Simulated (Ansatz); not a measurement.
Reaction (SMILES): [NH2] (NH2) → 2 H atom + N atom
B3LYP-D3(BJ)/def2-TZVP geometries, fixed; electronic energies without zero-point terms.
Largest species:
```xyz
3

N      0.0046     0.0019     0.1418
H     -0.0276     0.7996    -0.5065
H     -0.0044    -0.8126    -0.4860
```
Charge 0, spin multiplicity 2.

How fast the atomisation energy converges with the basis for several methods (Ansatz, a program for electronic structure): deviation from each method's own reference, in kcal/mol. References: B3LYP 188.24 kcal/mol, the value in aug-cc-pV5Z; CCSD(T) 182.33 kcal/mol, Hartree-Fock in aug-cc-pVQZ plus the correlation part extrapolated as X^-3 from aug-cc-pVTZ and aug-cc-pVQZ; HF 117.79 kcal/mol, the value in pcseg-4; MP2 179.77 kcal/mol, Hartree-Fock in aug-cc-pVQZ plus the correlation part extrapolated as X^-3 from aug-cc-pVTZ and aug-cc-pVQZ; PBE 188.85 kcal/mol, the value in aug-cc-pV5Z; r2SCAN 183.92 kcal/mol, the value in aug-cc-pV5Z. Cartesian d functions, on some or all atoms, in 6-31G*; all else is spherical. In correlated methods cores are frozen. Open shells are unrestricted. No added dispersion term, no relativity. 

```tsv
basis	functions	B3LYP	CCSD(T)	HF	MP2	PBE	r2SCAN
STO-3G	7	1.44	-37.20	-1.53	-44.22	2.99	-0.67
3-21G	13	-21.34	-48.16	-25.32	-51.58	-19.82	-23.68
6-31G*	19	-7.82	-30.94	-7.74	-30.81	-7.41	-8.41
6-311+G**	34	-2.91	-15.10	-2.95	-15.84	-2.80	-3.20
def2-SVPD	36	0.62	-11.51	0.18	-12.24	1.25	-0.06
6-311++G(2d,2p)	47	-0.93	-11.44	-0.85	-11.36	-0.98	-1.16
pcseg-2	58	-0.93	-5.89	-0.46	-6.53	-1.01	-0.72
def2-QZVPPD	129	-0.14	-2.21	-0.24	-2.50	-0.13	-0.21
```

Mean absolute deviation over 6-311+G**, 6-311++G(2d,2p), pcseg-2: HF 1.42, B3LYP 1.59, PBE 1.60, r2SCAN 1.69, CCSD(T) 10.81, MP2 11.24 kcal/mol.
